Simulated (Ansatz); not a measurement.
```yaml
crystal:
  periodic: [false, false, false]
  atoms:
    - {symbol: W, position_ang: [0.006315, 0.187405, -0.276411]}
    - {symbol: N, position_ang: [-0.036079, 1.523602, 0.877126]}
    - {symbol: Cl, position_ang: [-0.018491, -1.573725, 1.086782]}
basis:
  gaussian: {orbitals: def2-TZVP}
magnetization: {spin_polarized: true, initial_magnetization: 2}
hamiltonian: {xc: pbe0}
relax: {f_tol: 0.004, max_steps: 80}
```

```sh
$ ansatz run in.yaml --threads 1 --pin off --events-out ev --progress --plain --max-ram 2176MiB
```

Steps of the relaxation (energy above the last step; positions in Å, forces in eV/Å):

```
3
step 1, 369.4 meV
W     0.006    0.187   -0.276   -0.129    4.180    3.492
N    -0.036    1.524    0.877    0.127   -3.492   -3.589
Cl   -0.018   -1.574    1.087    0.003   -0.688    0.097
```

```
3
step 2, 116.4 meV
W     0.001    0.214   -0.105   -0.022    1.803    0.312
N    -0.034    1.674    0.753    0.032   -1.952   -0.618
Cl   -0.016   -1.751    1.039   -0.010    0.148    0.306
```

```
3
step 3, 71.9 meV
W     0.003    0.216   -0.150   -0.038    1.897    0.840
N    -0.034    1.631    0.785    0.043   -1.996   -1.007
Cl   -0.016   -1.709    1.052   -0.005    0.100    0.167
```

```
3
step 7, 0.0 meV
W     0.004    0.238   -0.194    0.000    0.000    0.000
N    -0.035    1.549    0.815    0.000    0.000    0.000
Cl   -0.017   -1.650    1.066    0.000    0.000    0.000
```

Close pairs at the end: W1–N2 1.655 Å, W1–Cl3 2.270 Å.

A stationary point of unrestricted PBE0 after 7 steps, with ⟨S²⟩ = 2.041 against 2.00 for a pure state; no frequencies were run, so it isn't proven a minimum. 57 s on 1 thread of AMD EPYC 7R43, shared host.
